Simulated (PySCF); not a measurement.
A geometry optimisation on `[SiH4]`.

Computed with PBE0-D3(BJ)/def2-SVP geometry optimisation, gas phase (PySCF 2.14.0). Start geometry: GFN2-xTB. A driver script takes a list of jobs; this job's settings line and coordinates (Å) are shown.

Command:
```bash
OMP_NUM_THREADS=1 python probes_run.py task.json out
```

Input:
```
{"job": {"xc": "PBE0", "basis": "def2-SVP", "d3": "d3bj", "grid": 1, "kind": "geom"}, "charge": 0, "multiplicity": 1}
Si     0.003390     0.001300    -0.007080
H     -0.180200     1.203540    -0.815610
H     -0.716450     0.149260     1.255270
H      1.426250    -0.191470     0.263720
H     -0.515750    -1.156920    -0.730670
```

Give the output.

```
step   0  E = -291.65284544  max force = 0.011968
step   1  E = -291.65430551  max force = 0.001065
step   2  E = -291.65431799  max force = 0.000071
optimisation converged
```

Energies in Eh; «max force» is the largest Cartesian gradient component in Eh/bohr.

How much energy does the optimisation release, in eV?

E(step 0) − E(last step) = 0.001473 Eh, which is 0.040 eV.

Give the first gradient maximum in eV/Å.

With 1 Eh/bohr = 51.422 eV/Å, 0.615 eV/Å.

Main results: final energy -291.65432 Eh after 2 steps; dipole 0.00 D.

Give the final coordinates.

0.029 Å rms from the input after alignment:
```
atom  x, y, z in Å
Si1    0.0035    0.0011   -0.0069
H2    -0.1842    1.2299   -0.8339
H3    -0.7317    0.1532    1.2836
H4     1.4576   -0.1961    0.2688
H5    -0.5279   -1.1824   -0.7460
```

The run took about 1 s of CPU time (one thread, shared machine).
Labels such as C1 count atoms from 1, the log's own numbers from 0.
